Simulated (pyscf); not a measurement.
Optimised with ωB97X-D3(BJ)/def2-SVP in PySCF.

Task: `[OH][Si]([OH])([F])[F]` + `[ClH]` → `[OH][Si]([OH])([F])[Cl]` + `[FH]`
Surface: singlet. Broken: F–Si, Cl–H. Formed: Cl–Si, F–H. Give ΔE‡ and ΔE from ωB97M-D3(BJ)/def2-TZVP, relative to the separated reactants.

Result: ΔE‡ = 38.1 kcal/mol, ΔE = +13.3 kcal/mol. Zero-point energy shifts the barrier by +1.1 kcal/mol. It is a four-centre exchange, with an imaginary mode of 622i cm⁻¹. On the product side the descent ends in a complex, 7.0 kcal/mol under the separated species and 32.7 kcal/mol under the saddle at ωB97X-D3(BJ)/def2-TZVP. One saddle was located; it need not be the lowest between these sides.
